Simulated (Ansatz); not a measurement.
```yaml
crystal:
  periodic: [false, false, false]
  atoms:
    - {symbol: N, position_ang: [-0.250753, 1.278137, 0.389677]}
    - {symbol: C, position_ang: [0.265526, 0.097870, -0.056035]}
    - {symbol: N, position_ang: [0.236604, -0.965122, 1.226738]}
    - {symbol: N, position_ang: [-0.129131, -0.632101, -1.084806]}
    - {symbol: F, position_ang: [1.616537, 0.242785, -0.334108]}
    - {symbol: H, position_ang: [-0.159628, 1.837738, -0.399361]}
    - {symbol: H, position_ang: [-1.360437, 1.058955, 0.622881]}
    - {symbol: H, position_ang: [0.562644, -1.642241, 0.929933]}
    - {symbol: H, position_ang: [0.778444, -0.488128, 2.075982]}
    - {symbol: H, position_ang: [-0.196182, -0.191061, -1.902067]}
    - {symbol: H, position_ang: [-1.290458, -1.047165, -0.937220]}
basis:
  gaussian: {orbitals: STO-3G}
magnetization: {spin_polarized: true, initial_magnetization: 0}
hamiltonian: {xc: {name: PBE0}}
accuracy: high
relax: {f_tol: 0.0001, max_steps: 3}
output: {forces: true}
```

```sh
$ ansatz run in.yaml --threads 4 --pin off --events-out ev --progress --plain --max-ram 10444MiB
```

It prints (some lines left out):

```
Functional definition: PBE0
676 factors; integrals over basis functions are off by at most 1.4e-9 eV
mean field evaluation 1: about -8191.9628 eV, gradient 2.3e1 eV
mean field evaluation 2: about -8192.1834 eV, gradient 2.4e1 eV
mean field evaluation 4: about -8195.2405 eV, gradient 5.1e-1 eV
mean field evaluation 8: about -8195.2363 eV, gradient 2.1e-2 eV
mean field evaluation 16: about -8195.2363 eV, gradient 1.4e-7 eV
mean field -8195.23628065 eV, -301.1693783832 hartree, gradient 2.2e-8 eV, S^2 0.000000; 0 other end points of the search recorded, 0 dependent functions left out
reference -8195.23628243 eV, -301.1693784487 hartree; 21, 21 occupied and 10, 10 virtual orbitals, 676 factors
relax step   1: F+E_penalty+E_count = -8195.23628065 eV  Δ(F+E_penalty+E_count) = +0.000e0 eV  max|allowed force component| = 2.418e1 eV/Å  Δτ_max = 0.0000 Å  (28 SCF iters, accepted)
683 factors; integrals over basis functions are off by at most 1.4e-9 eV
mean field -8200.82051542 eV, -301.3745952258 hartree, gradient 1.3e-8 eV, S^2 0.000000; 0 other end points of the search recorded, 0 dependent functions left out
reference -8200.82051721 eV, -301.3745952917 hartree; 21, 21 occupied and 10, 10 virtual orbitals, 683 factors
relax step   2: F+E_penalty+E_count = -8200.82051542 eV  Δ(F+E_penalty+E_count) = -5.584e0 eV  max|allowed force component| = 1.890e0 eV/Å  Δτ_max = 0.1625 Å  (37 SCF iters, accepted)
679 factors; integrals over basis functions are off by at most 1.5e-9 eV
mean field -8201.11396344 eV, -301.3853792416 hartree, gradient 1.7e-8 eV, S^2 0.000000; 0 other end points of the search recorded, 0 dependent functions left out
reference -8201.11396523 eV, -301.3853793075 hartree; 21, 21 occupied and 10, 10 virtual orbitals, 679 factors
relax step   3: F+E_penalty+E_count = -8201.11396344 eV  Δ(F+E_penalty+E_count) = -2.934e-1 eV  max|allowed force component| = 8.883e-1 eV/Å  Δτ_max = 0.1203 Å  (33 SCF iters, accepted)
Error: geometry relaxation did not converge after 3 steps: max|allowed force component| = 8.88e-1 eV/Å (threshold 1.0e-4). Raise `relax.max_steps` over both its present limit and 3, loosen `relax.f_tol`, or start from a geometry closer to equilibrium. Where this run's directory can be resumed (`checkpoint.write`), a resume goes on for up to `relax.max_steps` more
```

Q: What is wrong with this run?

A: The relaxation is allowed too few steps for its threshold. The run did not converge.
